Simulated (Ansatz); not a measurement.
**H2O (singlet): the correlation ladder at angle H2–O1–H3 = 103.6°, 6-31G**

Aim: climb from Hartree-Fock through coupled cluster and multireference methods for H2O (singlet) at one geometry and basis, and see what each rung misses.

Computed with Ansatz 0.2.0, Gaussian basis. Level: 6-31G, core rule «outside noble gas», up to 1 orbitals frozen.

To be run: UHF; CCSD(T) on RHF; BCCD(T) on RHF; CISD; CCSDT(Q) on RHF; CCSDTQ on RHF; CASSCF and MRCISD+Q, 2 electrons in 2 orbitals; CASSCF and NEVPT2, 2 electrons in 2 orbitals; CASSCF and MRCISD+Q, 8 electrons in 6 orbitals; CASSCF and NEVPT2, 8 electrons in 6 orbitals; Full CI.

9 further runs of the same task are left out: 1 for a mislabelled method, 4 that didn't finish, 4 set aside as unsound or not needed.

### Step 1. The system

The geometry derives from a PBE0/def2-TZVP stationary point (not a proven minimum). One angle is set to the value named; bond lengths are kept.

3 atoms, charge 0, spin multiplicity 1.

Atoms are counted from 1 here; the program's logs count them from 0.

Bond lengths: O1–H2 0.960 Å, O1–H3 0.960 Å. Angles: H2–O1–H3 103.6°.

### Step 2. UHF

in.yaml

```yaml
crystal:
  periodic: [false, false, false]
  atoms:
    - {symbol: O, position_ang: [0.000000, -0.066398, 0.000000]}
    - {symbol: H, position_ang: [0.000000, 0.526983, -0.754053]}
    - {symbol: H, position_ang: [0.000000, 0.526983, 0.754053]}
basis:
  gaussian: {orbitals: 6-31G}
magnetization: {spin_polarized: true, initial_magnetization: 0}
hamiltonian: {xc: hf}
output: {orbitals: {seedname: orbitals}}
```

Run with:

```bash
> ansatz run in.yaml --threads 1 --pin off --events-out ev --progress --plain --max-ram 2393MiB
```

After this run come: CCSD(T) on RHF; BCCD(T) on RHF; CISD; CCSDT(Q) on RHF; CCSDTQ on RHF; CASSCF and MRCISD+Q, 2 electrons in 2 orbitals; CASSCF and NEVPT2, 2 electrons in 2 orbitals; CASSCF and MRCISD+Q, 8 electrons in 6 orbitals; CASSCF and NEVPT2, 8 electrons in 6 orbitals; Full CI.

Q: Predict the results of all the runs planned. Wanted: FCI below the RHF energy; RMP2 from FCI; RCCSD from FCI; RCCSD(T) from FCI; RCCSDT(Q) from FCI; NEVPT2 pair from FCI; MRCISD+Q pair from FCI; NEVPT2 valence from FCI; T1 diagnostic.

As calculated:

| quantity | value |
| --- | --- |
| FCI below the RHF energy | -3.7067 eV |
| RMP2 from FCI | +5.14 kcal/mol |
| RCCSD from FCI | +0.95 kcal/mol |
| RCCSD(T) from FCI | +0.33 kcal/mol |
| RCCSDT(Q) from FCI | -0.01 kcal/mol |
| NEVPT2 pair from FCI | +3.35 kcal/mol |
| MRCISD+Q pair from FCI | +0.80 kcal/mol |
| NEVPT2 valence from FCI | +6.54 kcal/mol |
| levels within 1 kcal/mol (43 meV) | RCCSD, RCCSD(T), BCCD(T), RCCSDT, RCCSDT(Q), RCCSDTQ, MRCISD+Q pair, MRCISD+Q valence |
| T1 diagnostic | 0.007 |
| effectively unpaired electrons | 0.02 |

RCCSD(T) lands +0.33 kcal/mol from the yardstick (0.4 % of the correlation energy). One determinant dominates. Of the multireference levels listed MRCISD+Q valence comes nearest in total energy (+0.46 kcal/mol), which doesn't show that its space is the better one. These misses are within one basis, not against nature.
